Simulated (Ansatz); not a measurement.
Program: Ansatz 0.2.0.

CH$_{2}$BN, SMILES `BC#N` at its PBE0-D4/def2-TZVP geometry, where that method's forces vanish. Total charge 0; spin multiplicity 1.

```json
{"atom": "B1", "x (Å)": "0.4563", "y (Å)": "0.3755", "z (Å)": "0.1503"}
{"atom": "C2", "x (Å)": "-0.6824", "y (Å)": "-0.5615", "z (Å)": "-0.2247"}
{"atom": "N3", "x (Å)": "-1.5460", "y (Å)": "-1.2721", "z (Å)": "-0.5091"}
{"atom": "H4", "x (Å)": "0.2213", "y (Å)": "1.5295", "z (Å)": "0.3106"}
{"atom": "H5", "x (Å)": "1.5509", "y (Å)": "-0.0713", "z (Å)": "0.2729"}
```

Problem. For each bond, give half the difference of the two atoms' forces along it (eV/Å; positive pushes the atoms apart) under PBE-D4, r2SCAN-D4, B3LYP-D4, ωB97M-V in def2-TZVPP. (Estimate.)

Solution. The calculation gave: 
| bond | length (Å) | PBE-D4 | r2SCAN-D4 | B3LYP-D4 | ωB97M-V |
| --- | --- | --- | --- | --- | --- |
| B1–C2 | 1.522 | -0.90 | -0.35 | 0.01 | 0.40 |
| B1–H4 | 1.189 | 0.11 | -0.01 | -0.09 | -0.18 |
| B1–H5 | 1.189 | 0.11 | -0.01 | -0.09 | -0.18 |
| C2–N3 | 1.154 | 1.64 | 0.60 | 0.08 | -0.38 |

B3LYP here is the variant with VWN-RPA as its local correlation; programs differ in this.
